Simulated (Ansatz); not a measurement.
**C₂H₆OS, singlet in STO-3G: errors against RCCSDTQ**

Geometry: MP2(full)/6-31G*, from the G2/97 set.

```xyz
10

S     0.0000    0.1556   -0.4153
O     0.0001    1.4245    0.4031
C     1.3395   -0.8854    0.2040
C    -1.3396   -0.8851    0.2040
H     1.2558   -0.9727    1.2901
H    -2.2794   -0.3900   -0.0454
H     1.3043   -1.8697   -0.2693
H     2.2794   -0.3904   -0.0454
H    -1.3046   -1.8694   -0.2693
H    -1.2559   -0.9725    1.2901
```

Basis STO-3G; Ansatz 0.2.0. Only valence electrons are correlated (noble-gas cores frozen), which leaves 26 electrons in 22 orbitals. Prefix R: restricted or restricted open-shell reference. Active spaces: frontier = (8e, 8o) about the gap.

Full CI isn't at hand for all of this; RCCSDTQ serves as the reference, and is uncertain by about the last step of the cluster series.

```
UHF ⟨S²⟩                          : 0.000
T1 diagnostic (RCCSD)             : 0.0227
largest doubles amplitude (RCCSD) : 0.061
```

```json
{"level": "RHF", "E − E(RCCSDTQ) (meV)": "6468", "share of correlation (%)": "0.00", "wall time": "–"}
{"level": "RMP2", "E − E(RCCSDTQ) (meV)": "1717", "share of correlation (%)": "73.45", "wall time": "–"}
{"level": "CISD", "E − E(RCCSDTQ) (meV)": "831", "share of correlation (%)": "87.15", "wall time": "0.63 s"}
{"level": "RCCSD", "E − E(RCCSDTQ) (meV)": "210", "share of correlation (%)": "96.75", "wall time": "–"}
{"level": "RCCSD(T)", "E − E(RCCSDTQ) (meV)": "42", "share of correlation (%)": "99.35", "wall time": "0.31 s"}
{"level": "BCCD(T)", "E − E(RCCSDTQ) (meV)": "35", "share of correlation (%)": "99.46", "wall time": "0.67 s"}
{"level": "RCCSDT", "E − E(RCCSDTQ) (meV)": "3", "share of correlation (%)": "99.95", "wall time": "–"}
{"level": "CISDTQ", "E − E(RCCSDTQ) (meV)": "72", "share of correlation (%)": "98.89", "wall time": "5.5 s (H100)"}
{"level": "RCCSDT(Q)", "E − E(RCCSDTQ) (meV)": "-9", "share of correlation (%)": "100.14", "wall time": "3.7 s"}
{"level": "CASSCF (frontier space)", "E − E(RCCSDTQ) (meV)": "4359", "share of correlation (%)": "32.61", "wall time": "–"}
{"level": "NEVPT2 (frontier space)", "E − E(RCCSDTQ) (meV)": "1235", "share of correlation (%)": "80.91", "wall time": "9 s"}
{"level": "MRCISD (frontier space)", "E − E(RCCSDTQ) (meV)": "384", "share of correlation (%)": "94.06", "wall time": "–"}
{"level": "MRCISD+Q (frontier space)", "E − E(RCCSDTQ) (meV)": "63", "share of correlation (%)": "99.03", "wall time": "11 s"}
```

The correlation energy at RCCSDTQ, counted from RHF, is -6.468 eV. That run took 2 min on 1 thread of AMD EPYC 7R13, shared host.

Times hold each run's SCF and search for its determinant on a shared host, so for small cases they say little of a method's own cost; rows without a card ran on 1 thread of AMD EPYC 7R13.

Atomization energy (electronic, same basis, no zero-point term; atoms at the same level, unrestricted beside the R rows where the molecule is a closed shell, with restricted open-shell steps beyond CCSDT(Q)) at RCCSDTQ: 3211.4 kJ/mol. Errors of other levels:

```json
{"level": "RHF", "error (kJ/mol)": "-517.9"}
{"level": "RMP2", "error (kJ/mol)": "-111.1"}
{"level": "CISD", "error (kJ/mol)": "-80.2"}
{"level": "RCCSD", "error (kJ/mol)": "-20.3"}
{"level": "RCCSD(T)", "error (kJ/mol)": "-4.1"}
{"level": "BCCD(T)", "error (kJ/mol)": "-3.4"}
{"level": "RCCSDT", "error (kJ/mol)": "-0.3"}
{"level": "CISDTQ", "error (kJ/mol)": "-6.9"}
{"level": "RCCSDT(Q)", "error (kJ/mol)": "0.8"}
```

This basis is far from its limit, so the value isn't to be set against a measured one. Truncated CI isn't size-consistent, which counts against it in atomization.
